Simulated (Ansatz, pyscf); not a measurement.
O=B–F + hydrogen fluoride (HF) -> HO–B(F)–F, an addition across a multiple bond or ene-type step on the singlet surface: F–H broken, H–O, B–F formed. Single points on ωB97X-D3(BJ)/def2-SVP structures (PySCF, gas phase). Wave-function energies: Ansatz (a first-principles code), frozen core, RHF or UHF references. In kJ/mol, from the separated reactants.

Cost: rough CPU time of the saddle's run relative to CCSD(T)/cc-pV(D+d)Z, from one job on a shared machine, with the HF step and its search for lower states.

```
level                  barrier  reaction energy  cost
---------------------  -------  ---------------  ----
PBE0-D3(BJ)/def2-TZVP     6.19          -265.70     –
r²SCAN/def2-TZVP          0.14          -266.90     –
CCSD(T)/cc-pV(D+d)Z      16.08          -252.34     1
CCSDT(Q)/cc-pV(D+d)Z     16.10          -250.88   200
CCSD(T)/cc-pV(T+d)Z      20.75          -258.70    11
CCSD(T)/cc-pV(Q+d)Z      25.91          -253.50     –
```

In cc-pV(D+d)Z, going from CCSD(T) to CCSDT(Q) shifts the barrier by +0.02 and the reaction energy by +1.46 kJ/mol. With HF in the quadruple-zeta basis and the correlation energy extrapolated as X⁻³ from X = 3, 4, CCSD(T) gives 26.59 and -252.83; adding the double-zeta shift gives ΔE‡ = 26.61 and ΔE = -251.37 kJ/mol, without core correlation, relativity or geometry relaxation at these levels. On the reactant side the descent ends in a complex, 25.65 kJ/mol under the separated species and 40.79 kJ/mol under the saddle at ωB97X-D3(BJ)/def2-TZVP. At ωB97X-D3(BJ)/def2-TZVP the barrier from the zero used here is 15.14 kJ/mol. One saddle was located; it need not be the lowest between these sides.
